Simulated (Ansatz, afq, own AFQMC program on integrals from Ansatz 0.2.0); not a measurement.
## Atomization energy of Ga$_{3}$H, singlet

```yaml
atoms:
  - { symbol: Ga, position_ang: [0.0000, -0.5545, 1.8607] }
  - { symbol: Ga, position_ang: [0.0000, 1.3323, -0.2397] }
  - { symbol: Ga, position_ang: [0.0000, -0.7478, -1.5850] }
  - { symbol: H, position_ang: [0.0000, -2.0676, -2.4951] }
```

Connectivity, by distances: Ga–Ga–GaH.

Atoms in their ground-state spins without spin–orbit coupling (mostly on UHF) minus the molecule (RHF), without zero-point energy. The geometry is a stationary point, not shown to be a minimum.

Basis cc-pVDZ. Only valence electrons are correlated. Ansatz 0.2.0 and our own AFQMC program on the same integrals; the CISD trial comes from CCSD amplitudes, and released means the phaseless constraint is let go. Error bars are statistical, one sigma. No spin–orbit coupling. The errors of all members are added in quadrature.

No full CI on the walks' own integrals is used here; CCSDT(Q) serves as the reference and is uncertain by about the last step of the cluster series. Each member takes its own surest rung, up to full CI.

Errors are counted within cc-pVDZ, not against nature.

Cautions: inner d shell frozen; no relativity below Rb; no spin-orbit coupling; Ga₃H (singlet): higher spins were not checked, restricted determinant unstable towards unrestricted (UHF 501 meV lower, ⟨S²⟩ 1.05), raised T1 diagnostic (T1 0.020, weight of the determinant 0.81, largest double 0.10).

```tsv
level	atomization energy (eV)
CCSD	4.418
HF	2.726
```

Question: From these cheaper values, estimate the atomization energy at the reference level in cc-pVDZ.

Answer: 4.689 eV (CCSDT(Q) in cc-pVDZ).

```json
{"level": "MP2", "atomization energy (eV)": "4.507", "error against CCSDT(Q) (eV)": "-0.181"}
{"level": "CCSD(T)", "atomization energy (eV)": "4.622", "error against CCSDT(Q) (eV)": "-0.067"}
{"level": "ph-AFQMC/HF", "atomization energy (eV)": "4.696 ± 0.058", "error against CCSDT(Q) (eV)": "0.007 ± 0.058"}
{"level": "ph-AFQMC/CISD", "atomization energy (eV)": "4.670 ± 0.018", "error against CCSDT(Q) (eV)": "-0.019 ± 0.018"}
{"level": "released AFQMC", "atomization energy (eV)": "4.690 ± 0.024", "error against CCSDT(Q) (eV)": "0.001 ± 0.024"}
```

Correlation beyond CCSD(T) adds 0.067 eV. The perturbative (T) step is worth +0.204 eV.

A walk keeps the symmetry of its determinant, which the program's search chose and which needn't be the lowest solution, so a lower state of the same spin and another symmetry isn't excluded. Released energies are given only where the last usable release times agree within the noise; a slower fall can still hide under it.
